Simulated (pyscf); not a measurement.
Optimised with ωB97X-D3(BJ)/def2-SVP in PySCF.

**Question.** Estimate the classical barrier height and the reaction energy of `[NH3]` + `[NH2][Al]([NH2])[NH][Al]([NH2])[OH]` → `[NH2][Al]([NH2])[NH][Al]([NH2])[NH2]` + `[OH2]` at ωB97M-D3(BJ)/def2-TZVP. The step runs on the singlet surface, breaks H–N, Al–O and forms Al–N, H–O; take the separated reactants as zero.

**Answer.** ΔE‡ = 0.01 eV, ΔE = +0.57 eV. Zero-point energy shifts the barrier by +0.01 eV. It is a four-centre exchange, with an imaginary mode of 577i cm⁻¹. On the reactant side the descent ends in an adduct with a Al–N contact (not fully relaxed), 1.30 eV under the separated species and 1.26 eV under the saddle at ωB97X-D3(BJ)/def2-TZVP. On the product side the descent ends in an adduct with a Al–O contact, 0.66 eV under the separated species and 0.07 eV under the saddle at ωB97X-D3(BJ)/def2-TZVP. At ωB97M-D3(BJ) the saddle lies under the separated products, which points to a path from their complex (located at ωB97X-D3(BJ) alone), and parting the products costs more than the saddle. What is counted as formed (Al–N) is already present as a longer contact in the reactant adduct; forming that adduct is a step of its own. What is counted as broken (Al–O) persists as a longer contact in the product adduct; parting that adduct is a step of its own. This is the saddle that the search found; another between the same sides may lie lower.
